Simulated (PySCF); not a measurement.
Carbon tetrafluoride, CF4, SMILES FC(F)(F)F, point group Td.

Force field and properties: PBE0/pcSseg-1 (PySCF, grid level 2). Vibrational terms come from second-order perturbation theory with semi-diagonal cubic constants, by steps of ±0.6 along the normal coordinates of each isotopologue. The parent has the commonest isotopes.

Equilibrium geometry (Å):

| atom | x | y | z |
| --- | --- | --- | --- |
| F1 | -0.8652 | -0.4528 | -0.8929 |
| C2 | 0.0068 | 0.0023 | -0.0137 |
| F3 | -0.2620 | 1.2647 | 0.2595 |
| F4 | -0.0694 | -0.7130 | 1.0921 |
| F5 | 1.2242 | -0.0898 | -0.5137 |

(1) How much do zero-point and thermal motion change the parent's shieldings?

(2) And the bond lengths, in the parent and with ¹³C at 2?

The study (72 SCF points, 85 basis functions) took 2.4 min on 1 thread of AMD EPYC 9R45 96-Core, on a host shared with other jobs (rough), peak memory 0.44 GiB, launched as `OMP_NUM_THREADS=1 python ens_run.py task.json out`.

Answers

(1) 
| atom | σe (ppm) | anharmonic part, 0 K | harmonic part, 0 K | Δσ at 0 K | Δσ at 100 K | Δσ at 500 K |
| --- | --- | --- | --- | --- | --- | --- |
| F1 | 247.36 | -3.03 | -5.03 | -8.07 | -8.12 | -10.08 |
| C2 | 56.03 | -1.36 | -0.22 | -1.58 | -1.60 | -2.09 |

(2) 
```json
{"bond": "F1–C2", "re (Å)": "1.3193", "⟨r⟩ at 0 K": "1.3255", "between mean positions": "1.3238", "⟨r⟩, labelled": "1.3254"}
```
